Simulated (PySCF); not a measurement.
## Broadened absorption spectrum of H6SSi2

H₆SSi₂.
Atom-mapped SMILES: `[SiH3:1][S:2][SiH3:3]` (hydrogens: H4, H5, H6 on Si1; H7, H8, H9 on Si3)

Geometry (PBE0-D3(BJ)/def2-SVP, Å), atoms numbered from 1 in this order:
```
atom  x, y, z in Å
Si1    1.3713    0.5705    0.2990
S2    -0.0936    0.6159   -1.2734
Si3   -1.6583   -0.5273   -0.3416
H4     1.7966   -0.8296    0.5982
H5     2.5305    1.3620   -0.1993
H6     0.8304    1.1823    1.5497
H7    -1.2181   -1.9309   -0.0828
H8    -2.7981   -0.5186   -1.3003
H9    -2.0708    0.0905    0.9544
```

The calculation used TDDFT PBE0/def2-SVPD, vertical, gas phase, core orbitals frozen in the response in PySCF.

Computed states:

| state | E (eV) | f |
| --- | --- | --- |
| S1 | 5.78 | 0.017 |
| S2 | 6.22 | 0.0000 |
| S3 | 6.26 | 0.0000 |
| S4 | 6.89 | 0.0026 |
| S5 | 7.07 | 0.035 |
| S6 | 7.31 | 0.060 |

Each state is given a Gaussian of 0.4 eV full width at half maximum, with ε(max) = 2.175×10⁸ f / Δν̃ (Δν̃ the width in cm⁻¹). The cross-section is σ = 3.8235×10⁻²¹ ε cm², given in Mb (10⁻¹⁸ cm²). The width is an assumption, not a result. The curve ends short of the highest state used, and states not computed would add to its high-energy end.

Q: Give the broadened spectrum and its maxima.

A: 
```csv
λ (nm),σ (Mb)
184.9,1.33
187.3,0.47
189.6,0.15
192.0,0.04
194.4,0.02
196.7,0.04
199.1,0.14
201.5,0.39
203.8,0.88
206.2,1.69
208.6,2.73
211.0,3.70
213.3,4.27
215.7,4.29
218.1,3.74
220.4,2.89
222.8,1.97
225.2,1.19
227.5,0.67
229.9,0.33
232.3,0.15
234.7,0.06
237.0,0.02
239.4,0.01
```

Maxima: 215 nm (5.78 eV), ε about 1100, made up of S1 (100%) (ε in L mol⁻¹ cm⁻¹; maxima over ε = 5, shares over 10%). At its high-energy end, 6.71 eV, the curve is still rising (ε about 370, from S4 and S5).

Q: On this curve, what absorbance would a 10⁻³ mol/L sample give at 193 nm over a 1 cm path?

A: 193 nm is 6.424 eV, where ε is about 7.3 L mol⁻¹ cm⁻¹, so A = ε c l ≈ 0.0073 (Beer–Lambert, with the gas-phase spectrum and the assumed width).

Q: Coming from long wavelengths, where does ε first pass 100 L mol⁻¹ cm⁻¹?

A: At about 229 nm (5.41 eV), 0.37 eV below S1.

Q: What would ε be at 5.78 eV, the highest of these maxima, with half the width (0.2 eV)?

A: About 2280 L mol⁻¹ cm⁻¹ against 1140, a factor of about 2.00; a lone state at its own centre would give exactly 2.
